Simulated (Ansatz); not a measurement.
# C2H4N2O: how energies converge with the basis set

The task here is to estimate one member of a computed series from the others.

Method: one geometry, several basis sets; program: Ansatz 0.2.0, Gaussian basis.

Plan: PBE0-D4/def2-SVP; ωB97M-V/def2-SVP; PBE0-D4/def2-QZVPP; ωB97M-V/def2-QZVPP; the functionals' def2-TZVPP values are taken from earlier runs.

## Structure used throughout

The geometry comes from an earlier relaxation with PBE0-D4 in a triple-zeta def2 set; it is a stationary point, not always the lowest conformer.

SMILES `NC1(O)C=N1`, 9 atoms, charge 0, spin multiplicity 1.

Atoms are counted from 1 here; the program's logs count them from 0.

Bond lengths: N1–C2 1.408 Å, N1–H6 1.012 Å, N1–H7 1.009 Å, C2–O3 1.380 Å, C2–C4 1.426 Å, C2–N5 1.495 Å, O3–H8 0.961 Å, C4–N5 1.268 Å, C4–H9 1.088 Å. Angles: C2–N1–H6 110.5°, C2–N1–H7 111.6°, H6–N1–H7 110.0°, N1–C2–O3 108.5°, N1–C2–C4 123.7°, N1–C2–N5 122.2°, O3–C2–C4 123.0°, O3–C2–N5 117.3°, C4–C2–N5 51.4°, C2–O3–H8 107.9°, C2–C4–N5 67.1°, C2–C4–H9 156.2°, N5–C4–H9 136.7°, C2–N5–C4 61.5°.

The first run:

File in.yaml:

```yaml
crystal:
  periodic: [false, false, false]
  atoms:
    - {symbol: N, position_ang: [0.116057, -0.098536, -1.375917]}
    - {symbol: C, position_ang: [0.173569, -0.027972, 0.028759]}
    - {symbol: O, position_ang: [1.499294, -0.016977, 0.413530]}
    - {symbol: C, position_ang: [-0.881795, -0.458977, 0.886210]}
    - {symbol: N, position_ang: [-0.779300, 0.803787, 0.824956]}
    - {symbol: H, position_ang: [0.758820, 0.564949, -1.790075]}
    - {symbol: H, position_ang: [-0.819107, 0.066488, -1.717962]}
    - {symbol: H, position_ang: [1.541942, 0.299103, 1.320046]}
    - {symbol: H, position_ang: [-1.520979, -1.178163, 1.393353]}
basis:
  gaussian: {orbitals: def2-SVP}
hamiltonian: {xc: pbe0, dispersion: d4}
output: {orbitals: {seedname: orbitals}}
```

Launch:

```console
ansatz run in.yaml --threads 2 --pin off --events-out ev --progress --plain --max-ram 4352MiB
```

Among the steps run: PBE0-D4 in def2-SVP; ωB97M-V in def2-SVP; PBE0-D4 in def2-QZVPP; ωB97M-V in def2-QZVPP.

One of the session's tables, all rows but one given; the rest of the session is left out.

It belongs to the step «Density functionals: the series». 

```
functional       basis  HOMO (eV)
   PBE0-D4    def2-SVP      -6.40
   PBE0-D4  def2-TZVPP      -6.62
   PBE0-D4  def2-QZVPP      -6.68
   ωB97M-V    def2-SVP      -8.68
   ωB97M-V  def2-TZVPP      -8.92
   ωB97M-V  def2-QZVPP          ?
```

**Question.** Estimate the row for ωB97M-V, def2-QZVPP.

The run gave: HOMO (eV): -8.98. In the column «HOMO (eV)» it is the lowest.
